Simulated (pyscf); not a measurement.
Optimised with ωB97X-D3(BJ)/def2-SVP in PySCF.

Task: Estimate the classical barrier height and the reaction energy of GeH₃• (SMILES [GeH3]) + HCl (SMILES Cl) -> Cl–GeH₃ (SMILES [Cl][GeH3]) + H• (SMILES [H]) at ωB97M-D3(BJ)/def2-TZVP. The step runs on the doublet surface, breaks Cl–H and forms Cl–Ge; take the separated reactants as zero.

Result: ΔE‡ = 21.2 kcal/mol, ΔE = +7.7 kcal/mol. CCSD(T)/def2-TZVPP + ΔMP2(QZVPP) gives 20.6 kcal/mol and +7.4 kcal/mol. Zero-point energy shifts the barrier by -1.4 kcal/mol. It is an atom transfer, with an imaginary mode of 1029i cm⁻¹. One saddle was located; it need not be the lowest between these sides. The angle at the transferred Cl is 180°. The CCSD(T) − MP2 part came from Ansatz, without density fitting, on the same reference. The frozen core leaves the outer d or s,p core shells of the metals and heavy elements correlated in the MP2 and CC values, and def2-TZVPP describes them poorly, which can shift differences by a few kcal/mol. Elements up to Kr have no core potential and no relativistic terms here.
